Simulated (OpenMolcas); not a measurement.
# Li2 (SMILES [Li][Li]): the vertical ionisation energy from total energies

The species is Li2 (2 atoms), meant as a singlet with charge 0. SMILES: `[Li][Li]`. Geometry: the measured bond length.

```tsv
atom	x (Å)	y (Å)	z (Å)
Li	0.0000	0.0000	0.0000
Li	0.0000	0.0000	2.6729
```

Both states at this one shape; open shells run unrestricted unless said. 1 Eh = 27.2114 eV.

```tsv
level	program	singlet Li2 (Eh)	doublet [Li2]+ (Eh)
PBE/6-31G	OpenMolcas	-14.950524	-14.755360
CCSD(T)/3-21G, open shells restricted, all electrons correlated	OpenMolcas	-14.796643	-14.610286
```

Q: Work out the vertical ionisation energy at each level.

A: 
1. PBE/6-31G: -14.755360 − (-14.950524) = 0.195164 Eh = 5.31 eV.
2. CCSD(T)/3-21G, open shells restricted: -14.610286 − (-14.796643) = 0.186357 Eh = 5.07 eV.

No measured value is set beside it here; the levels span 5.07 to 5.31 eV.
